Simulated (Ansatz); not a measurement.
Take AlN in the wurtzite structure (space group P6_3mc, No. 186; a = 3.130 Å, c = 5.018 Å) as the base.

Computed with Ansatz (an electronic-structure program), PBE, PAW, cutoff 420 eV, scalar-relativistic without spin-orbit coupling.

Perturbation: full substitution Al → Ga, then cell and atoms are relaxed.

Measured band gap: AlN 6.51 eV (static lattice; corrected from measurement; as listed in Martin Feneberg et al., Physical Review B (2010)); GaN 3.68 eV (static lattice; corrected from measurement; as listed in Wei Chen et al., Physical Review Materials (2018)).

Measured lattice parameter a: AlN 3.1113 Å (0 K or low temperature; as listed in arXiv:1206.3780); GaN 3.189 Å (room temperature; as listed in M J Lucero, T M Henderson, G E Scuseria, Journal of Physics Condensed Matter (2012)).

### Question
How well does PBE reproduce the measured shift?

### Answer
With PBE the band gap moves by -2.32 eV (4.03 → 1.71) against -2.83 eV measured; the lattice parameter a moves by +0.088 Å (3.130 → 3.218) against +0.078 Å measured.

Stability against distortions was not tested.
